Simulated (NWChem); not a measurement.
**C2H2ClNO (SMILES [H]/N=C(\Cl)C=O): levels of theory compared**

We compute a comparison of 6 runs (HF/STO-3G, HF/3-21G, PBE0/STO-3G, B3LYP/6-31G*, BLYP/cc-pVDZ) of C2H2ClNO. 

Program for the calculation: NWChem 7.3.0.

## 1. Starting point

C2H2ClNO: 7 atoms, total charge 0, spin state singlet. SMILES: `[H]/N=C(\Cl)C=O`. The coordinates come from a PBE0-D4/def2-TZVP relaxation. This is one conformer, not always the lowest.

Bond lengths: N1–C2 1.252 Å, C2–Cl3 1.734 Å, C2–C4 1.507 Å, C4–O5 1.193 Å, N1–H6 1.018 Å, C4–H7 1.106 Å. Angles: N1–C2–Cl3 126.4°, N1–C2–C4 118.2°, Cl3–C2–C4 115.4°, C2–C4–O5 124.4°, C2–N1–H6 113.4°, C2–C4–H7 111.7°, O5–C4–H7 123.9°.

## 2. Energy and forces at HF/STO-3G (run 1)

File input.nw:

```
START input
TITLE "C2H2ClNO hf"
memory stack 880 mb heap 220 mb global 1100 mb

GEOMETRY units bohr noautosym nocenter noautoz
  N     -1.56714988     1.87120681     0.98775985
  C     -0.03798350     0.08560459     0.71431648
  Cl     1.49004905    -1.54919748     3.10746564
  C      0.57372085    -0.77119723    -1.93167804
  O      1.99687360    -2.44719533    -2.42999882
  H     -1.87971058     2.33645738     2.82854206
  H     -0.46014831     0.34581988    -3.36276764
END

BASIS spherical bse
  * library STO-3G
END

SCF
  thresh 1e-08
  maxiter 80
END

TASK scf gradient
```

Launch:

```console
$ nwchem input.nw > input.out
```

The program printed:

```text
[...]
  functions       =    31
[...]
  wavefunction    = RHF
[...]
         Total SCF energy =   -658.055692516236
      One-electron energy =  -1304.593988511366
      Two-electron energy =    446.790702513560
 Nuclear repulsion energy =    199.747593481569
        Time for solution =      1.3s
[...]
                         RHF ENERGY GRADIENTS
    atom               coordinates                        gradient
                 x          y          z           x          y          z
   1 N      -1.567150   1.871207   0.987760    0.016244  -0.017615   0.021385
   2 C      -0.037984   0.085605   0.714316    0.005072  -0.004858   0.017885
   3 Cl      1.490049  -1.549197   3.107466   -0.018315   0.019449  -0.031208
   4 C       0.573721  -0.771197  -1.931678    0.028468  -0.032302   0.011990
   5 O       1.996874  -2.447195  -2.429999   -0.034230   0.040276   0.011330
   6 H      -1.879711   2.336457   2.828542    0.003680  -0.005887  -0.029021
   7 H      -0.460148   0.345820  -3.362768   -0.000920   0.000936  -0.002360
[...]
```

Run time: 2.3 s. Hardware: 1 thread of Intel Xeon 6975P-C (Granite Rapids), shared host; peak memory 0.097 GiB.

## 3. Energy and gradient at HF/3-21G (run 2)

File c2h2clno.nw:

```
start c2h2clno
title "C2H2ClNO gradient"
memory stack 880 mb heap 220 mb global 1100 mb

geometry units angstrom noautosym nocenter noautoz
   N    -0.829300    0.990200    0.522700
   C    -0.020100    0.045300    0.378000
   Cl    0.788500   -0.819800    1.644400
   C     0.303600   -0.408100   -1.022200
   O     1.056700   -1.295000   -1.285900
   H    -0.994700    1.236400    1.496800
   H    -0.243500    0.183000   -1.779500
end

basis spherical bse
   * library 3-21G
end

scf
   thresh 1e-08
   maxiter 80
   print low
end

task scf gradient
```

Launch:

```console
$ nwchem c2h2clno.nw > c2h2clno.out
```

The program printed:

```text
[...]
  functions       =    53
[...]
  wavefunction    = RHF
[...]
         Total SCF energy =   -662.297845063786
      One-electron energy =  -1307.979431674403
      Two-electron energy =    445.933978689444
 Nuclear repulsion energy =    199.747607921173
        Time for solution =      1.5s
[...]
                         RHF ENERGY GRADIENTS
    atom               coordinates                        gradient
                 x          y          z           x          y          z
   1 N      -1.567150   1.871207   0.987760   -0.014593   0.016291  -0.010516
   2 C      -0.037983   0.085605   0.714316    0.027655  -0.029678   0.041405
   3 Cl      1.490049  -1.549197   3.107465   -0.018023   0.019350  -0.026960
   4 C       0.573721  -0.771197  -1.931678    0.015825  -0.018179   0.002758
   5 O       1.996873  -2.447195  -2.429999   -0.008450   0.009888   0.001837
   6 H      -1.879710   2.336457   2.828542    0.004795  -0.005277   0.004797
   7 H      -0.460148   0.345820  -3.362767   -0.007209   0.007605  -0.013321
 Task  times  cpu:        2.1s     wall:        2.1s
 Total times  cpu:        2.1s     wall:        2.1s
```

Wall time 2.7 s (1 thread of Intel Xeon 6975P-C (Granite Rapids), shared host); peak memory 0.097 GiB.

## 4. Energy and forces at PBE0/STO-3G (run 3)

File mymol.xyz:

```xyz
7
C2H2ClNO
N     -0.829300     0.990200     0.522700
C     -0.020100     0.045300     0.378000
Cl     0.788500    -0.819800     1.644400
C      0.303600    -0.408100    -1.022200
O      1.056700    -1.295000    -1.285900
H     -0.994700     1.236400     1.496800
H     -0.243500     0.183000    -1.779500
```

File run.py:

```python
from ase.io import read
from ase.calculators.nwchem import NWChem

atoms = read('mymol.xyz')

calc = NWChem(
    label='mymol',
    theory='dft',
    memory='2200 mb',
    basis='STO-3G',
    basispar='spherical bse',
    dft={'xc': 'pbe0', 'mult': '1', 'grid': 'xfine', 'convergence': 'energy 1e-08', 'iterations': '100', 'mulliken': None},
)
atoms.calc = calc

forces = atoms.get_forces()
e = atoms.get_potential_energy()
print(f"E = {e:.6f} eV")
print("forces (eV/A):")
for s, f in zip(atoms.symbols, forces):
    print(f"{s:2s} {f[0]:10.5f} {f[1]:10.5f} {f[2]:10.5f}")
print("dipole (e A):", atoms.get_dipole_moment().round(4))
```

Launch:

```console
$ export ASE_NWCHEM_COMMAND="nwchem PREFIX.nwi > PREFIX.nwo"
$ python run.py
```

The program printed:

```text
E = -17944.698058 eV
forces (eV/A):
N    -2.11530    2.34531   -1.85166
C     0.59696   -0.74624   -0.97671
Cl    1.27352   -1.36983    1.86030
C    -2.48765    2.89018    0.16239
O     3.50395   -4.12482   -1.19664
H    -0.31460    0.49309    2.29764
H    -0.45689    0.51237   -0.29537
dipole (e A): [-0.2042  0.2391  0.0469]
```

The calculator wrote mymol.nwi:

```
title "mymol"

permanent_dir mymol

scratch_dir mymol

start mymol

geometry units angstrom nocenter noautosym noautoz
  N  -8.2930000000000004e-01 9.9019999999999997e-01 5.2270000000000005e-01
  C  -2.0100000000000000e-02 4.5300000000000000e-02 3.7800000000000000e-01
  Cl 7.8849999999999998e-01 -8.1979999999999997e-01 1.6444000000000001e+00
  C  3.0359999999999998e-01 -4.0810000000000002e-01 -1.0222000000000000e+00
  O  1.0567000000000000e+00 -1.2949999999999999e+00 -1.2859000000000000e+00
  H  -9.9470000000000003e-01 1.2363999999999999e+00 1.4967999999999999e+00
  H  -2.4349999999999999e-01 1.8300000000000000e-01 -1.7795000000000001e+00
end

memory 2200 mb

basis spherical bse noprint
   * library STO-3G
end

dft
  xc pbe0
  mult 1
  grid xfine
  convergence energy 1e-08
  iterations 100
  mulliken
end

task dft gradient
```

mymol.nwo:

```text
Northwest Computational Chemistry Package (NWChem) 7.3.0
             --------------------------------------------------------

           Job information
           ---------------

    nwchem branch   = 7.3.0
    use scalapack   = T
    input           = mymol.nwi
    prefix          = mymol.
    data base       = mymol/mymol.db
    status          = startup
    nproc           =        1

           Memory information
           ------------------

    heap     =     72089594 doubles =      550.0 Mbytes
    stack    =     72089599 doubles =      550.0 Mbytes
    global   =    144179200 doubles =     1100.0 Mbytes (distinct from heap & stack)
    total    =    288358393 doubles =     2200.0 Mbytes
    verify   = yes
    hardfail = no

[... 109 lines left out ...]
  convergence criterion.
[... 41 lines left out ...]
          Spatial weights used:  Erf1
[... 77 lines left out ...]
         Total DFT energy =     -659.455495654868
[... 3 lines left out ...]
 Nuclear repulsion energy =      199.747607921172
[... 293 lines left out ...]
          Convergence on gradient requested:  5.00D-04
[... 28 lines left out ...]
          total energy or number of iterations.
[... 38 lines left out ...]
                 ----------------------------------------
                 |  Time  |  1-e(secs)   |  2-e(secs)   |
                 ----------------------------------------
                 |  CPU   |       0.00   |       0.36   |
                 ----------------------------------------
                 |  WALL  |       0.00   |       0.36   |
                 ----------------------------------------

 Task  times  cpu:        7.2s     wall:        7.2s
 Total times  cpu:        7.2s     wall:        7.2s
```

It took 8.4 s on 1 thread of Intel Xeon 6975P-C (Granite Rapids), shared host; peak memory 0.13 GiB.

Runs 4 to 5 aren't shown in full; the table further down has their settings and results.

## 5. Energy and gradient at BLYP/cc-pVDZ (run 6)

File c2h2clno.nw:

```
start c2h2clno
title "C2H2ClNO BLYP"
memory stack 880 mb heap 220 mb global 1100 mb

geometry units angstroms noautosym nocenter noautoz
   N    -0.829300    0.990200    0.522700
   C    -0.020100    0.045300    0.378000
   Cl    0.788500   -0.819800    1.644400
   C     0.303600   -0.408100   -1.022200
   O     1.056700   -1.295000   -1.285900
   H    -0.994700    1.236400    1.496800
   H    -0.243500    0.183000   -1.779500
end

basis "ao basis" spherical bse
   * library cc-pVDZ
end

dft
   xc becke88 lyp
   grid xfine
   convergence energy 1e-08
   iterations 100
   mulliken
end

task dft gradient
```

Launch:

```console
$ nwchem c2h2clno.nw > c2h2clno.out
```

The program printed:

```text
[...]
          Wavefunction type:  closed shell.
          No. of atoms     :     7
          No. of electrons :    46
[...]
          Charge           :     0
          Spin multiplicity:     1
[...]
          AO basis - number of functions:    84
[...]
              XC Information
              --------------
                    Becke 1988 Exchange Functional  1.000
              Lee-Yang-Parr Correlation Functional  1.000
[...]
 d= 0,ls=0.0,diis     1   -667.3375240093 -8.67D+02  3.72D-02  1.53D+00     4.0
[...]
 d= 0,ls=0.0,diis    12   -667.5211264952 -2.37D-09  6.71D-07  8.07D-09    36.0
         Total DFT energy =     -667.521126495218
      One electron energy =    -1313.388387659408
           Coulomb energy =      501.392531783415
    Exchange-Corr. energy =      -55.272878540398
 Nuclear repulsion energy =      199.747607921173
[...]
      Total Density - Mulliken Population Analysis
     ---------------------------------------------
    Atom       Charge   Shell Charges
 -----------   ------   -------------------------------------------------------
    1 N    7     7.03   2.01  0.80  0.66  2.36  1.17  0.03
    2 C    6     6.14   2.01  0.72  0.49  2.03  0.76  0.13
    3 Cl  17    17.04   2.00  2.03  0.98  0.90  6.01  3.08  1.99  0.04
    4 C    6     5.76   2.01  0.72  0.36  2.02  0.51  0.13
    5 O    8     8.10   2.01  0.87  0.85  2.82  1.53  0.02
    6 H    1     0.91   0.73  0.13  0.05
    7 H    1     1.02   0.76  0.23  0.03
[...]
  wavefunction    = closed shell
                         DFT ENERGY GRADIENTS
    atom               coordinates                        gradient
                 x          y          z           x          y          z
   1 N      -1.567150   1.871207   0.987760    0.020635  -0.023377   0.009273
   2 C      -0.037983   0.085605   0.714316   -0.005322   0.006799   0.011210
   3 Cl      1.490049  -1.549197   3.107465   -0.013259   0.014265  -0.019311
   4 C       0.573721  -0.771197  -1.931678    0.014043  -0.016593  -0.005796
   5 O       1.996873  -2.447195  -2.429999   -0.025664   0.030303   0.010402
   6 H      -1.879710   2.336457   2.828542    0.002722  -0.003896  -0.013327
   7 H      -0.460148   0.345820  -3.362767    0.006846  -0.007501   0.007548
[...]
```

Wall time 48 s (1 thread of Intel Xeon 6975P-C (Granite Rapids), shared host); peak memory 0.13 GiB.

## 6. The series

```csv
run,level,iteration cap,module,energy (Eh),dipole moment (D),HOMO energy (eV),LUMO energy (eV),wall time
1,HF/STO-3G,80,scf,-658.055693,1.69,-9.86,5.10,2.3 s
2,HF/3-21G,80,scf,-662.297845,–,–,–,2.7 s
3,PBE0/STO-3G,100,dft,-659.455496,1.53,-5.51,0.20,8.4 s
4,B3LYP/6-31G* (spherical functions),100,dft,-667.543253,1.99,–,–,25 s
5,B3LYP/6-31G* (Cartesian functions),100,dft,-667.550993,1.99,-7.80,-2.58,26 s
6,BLYP/cc-pVDZ,100,dft,-667.521126,1.83,-6.22,-3.20,48 s
```

## 7. Summary of results

```
                       quantity          value
            run 6: total energy  -667.52113 Eh
           run 6: dipole moment         1.83 D
             run 6: HOMO energy       -6.22 eV
             run 6: LUMO energy       -3.20 eV
           run 6: HOMO–LUMO gap        3.03 eV
run 6: largest force on an atom     2.111 eV/Å
```

**Reading.** Over runs 1, 3, 4, 5, 6 the dipole moment (its size) runs from 1.53 D (PBE0/STO-3G) to 1.99 D (B3LYP/6-31G*). The two ends differ in method and basis. Over runs 1, 3, 5, 6 the HOMO–LUMO gap runs from 3.03 eV (BLYP/cc-pVDZ) to 14.96 eV (HF/STO-3G). Totals of different functionals can't be ranked against each other. In runs 1, 3 the basis is minimal, so the values are rough. All runs together took 1.9 min, the longest 48 s.
